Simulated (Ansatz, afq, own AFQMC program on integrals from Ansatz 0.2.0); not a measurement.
# Where AFQMC and coupled cluster stand for BN⁺, doublet

```json
{"atom": "B", "x (Å)": "0.0000", "y (Å)": "0.0000", "z (Å)": "0.0000"}
{"atom": "N", "x (Å)": "0.0000", "y (Å)": "0.0000", "z (Å)": "2.7280"}
```

Basis 6-31G. Only valence electrons are correlated. Ansatz 0.2.0 and our own AFQMC program on the same integrals; the CISD trial comes from CCSD amplitudes, and released means the phaseless constraint is let go. Uncertainties: one standard error, sampling alone.

Determinant: ROHF, the one that the program's search chose, which needn't be the lowest solution. The geometry is a point of a scan.

Full CI is exact in this basis; its frozen core comes from its own orbitals, which moves totals by up to a few meV.

Cautions: a spin-contaminated unrestricted determinant lies lower (UHF 1.59 eV lower, ⟨S²⟩ 1.84); the released energies are still falling, so no released level is given (meV from the phaseless value at times in 1/Eh: -14 ± 4 at 0.24, -24 ± 4 at 0.51, -25 ± 5 at 0.99, -31 ± 7 at 1.62, -42 ± 7 at 2.40), though the last usable value meets full CI within the noise; CCSDTQ on the UHF determinant differs (253 meV higher), so the two series follow different states; full CI with its own frozen core; a state of higher spin lies lower (by 2.56 eV).

* T1 diagnostic: 0.0220
* weight of the determinant in the CISD state: 0.841
* size of the correlated space: 7 electrons in 16 orbitals

| level | correlation energy (eV) |
| --- | --- |
| MP2 | -2.0910 |
| CCSD | -3.3846 |
| CCSD(T) | -3.4463 |

**Question.** Estimate where phaseless AFQMC with a CISD trial lies against CCSD(T) on the same integrals.

**Answer.** 8.0 ± 3.8 meV below CCSD(T).

Reference: full CI, correlation energy -3.496 eV. CCSDTQ lies 0.3 meV above full CI, in part by the other frozen core, which shifts every row alike, so rows that close can't be ranked against it.

```csv
level,E − E(reference) (meV),share of correlation (%)
CCSD(T),49.9,98.57
CCSDT,10.7,99.69
CCSDT(Q),3.5,99.90
CCSDTQ,0.3,99.99
ph-AFQMC/HF,17.9 ± 28.7,99.49
ph-AFQMC/CISD,41.9 ± 3.8,98.80
```

CCSDT and higher add their correlation energy to the determinant of the CCSD(T) run, since their own runs factorise the integrals more tightly (a shift of under 2 meV). A walk keeps the symmetry of its determinant, which the program's search chose and which needn't be the lowest solution, so a lower state of the same spin and another symmetry isn't excluded.
